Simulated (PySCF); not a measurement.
Input of a run (B3LYP/6-31+G* geometry optimisation, gas phase (PySCF 2.14.0)), started from GFN2-xTB:
```
{"job": {"xc": "B3LYP", "basis": "6-31+G*", "grid": 1, "kind": "geom"}, "charge": 0, "multiplicity": 1}
C     -0.419450     0.042671     0.022199
N      0.870397    -0.586674     0.125548
O      1.831305     0.066936    -0.211709
H     -0.860599     0.013496     1.019441
H     -1.032091    -0.599293    -0.612054
H     -0.386440     1.064854    -0.364998
```

Output (energies in Eh, forces in Eh/bohr):
```
step   0  E = -169.80091131  max force = 0.019873
step   1  E = -169.80220576  max force = 0.003600
step   2  E = -169.80222240  max force = 0.002146
step   3  E = -169.80224119  max force = 0.000102
step   4  E = -169.80224136  max force = 0.000062
optimisation converged
```

Summarise the run.

The energy falls by 0.83 kcal/mol over 5 energy and gradient evaluations, the largest force component goes from 0.0199 to 6.2e-05 Eh/bohr, and the atoms move by 0.027 Å rms after alignment. The bond that changes most is C1–N2 (N-methyl carbon to nitroso nitrogen), which lengthens by 0.043 Å. Bonds longer at the end by more than 0.005 Å: 3 of 5; shorter: 0. Among the angles that change most is C1–N2–O3, from 117.1° to 113.8°. The energy never rose by more than 1e-6 Eh on the way. The first step brought 97 % of the lowering.

What are the final bond lengths?

C1–N2 1.482 Å, N2=O3 1.211 Å, C1–H4 1.097 Å, C1–H5 1.097 Å, C1–H6 1.095 Å. Numbering counts from 1 in the input's order; the species is nitrosomethane (`N(=O)C`).

The run used 60 basis functions and 33 SCF cycles in all. Hardware: an Intel Xeon Platinum 8488C with one thread, shared host. Cost: 3.4 s of wall time, 0.28 GiB resident at most.

No B3LYP/6-31+G* frequencies stand behind this structure, so it isn't proved a minimum.
